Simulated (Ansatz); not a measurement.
**Phonon frequency of some cubic solids**

Method: r²SCAN (plane waves, PAW; Ansatz, a program for electronic structure). References are measured values at room or unstated temperature, uncorrected unless marked, so that the deviations hold thermal and zero-point effects besides the level's error. The table is a random draw of 6 from 83 values with such references.

Values in cm⁻¹.

```
solid                        reference  r²SCAN  deviation (%)
---------------------------  ---------  ------  -------------
fcc Cu (X T)                       169     179           +5.9
diamond-structure Ge (L LA)        222     222            0.0
zinc-blende ZnS (L TO)             289     289            0.0
zinc-blende GaAs (L LO)            242     235           -2.9
3C-SiC (X TA)                      373     378           +1.3
diamond-structure Si (L TO)        490     492           +0.4
```

Over these 6 values the mean deviation is +0.8 %, the mean absolute deviation 1.8 % (median 0.9 %), and the worst case fcc Cu (X T) at +5.9 %; the value is too high in 3 of 6 cases. Over all 83, from unrounded values, the mean deviation is -0.7 % and the mean absolute deviation 3.8 % (median 2.8 %).

Differences are worked out from the printed values.

Each level is taken at its own relaxed cell. Ansatz's density-functional and Hartree–Fock values are scalar-relativistic unless marked +SOC, with PAW data made under PBE.

Ansatz's runs of these crystals have no spin polarisation.

Not in this set, of the solids of all kinds but layered and molecular ones with a reference value in our tables and a result at some level: 16 for a reference of another kind, counted apart; 15 for no value at r²SCAN (not run, a failed fit, an unstable or unbound cell, or a value held back for tests). These can be a level's best or worst cases. At least 16 more with a reference value are held back for tests. Solids without a released value at any level aren't counted. The metals Ce to Yb are counted apart.

References as tabulated in Giannozzi et al., Phys. Rev. B (1991); He et al. (2014), arXiv:1309.4805; Vagelatos et al., J. Chem. Phys. (1974); Wang et al. (1996), arXiv:mtrl-th/9510002 and others.
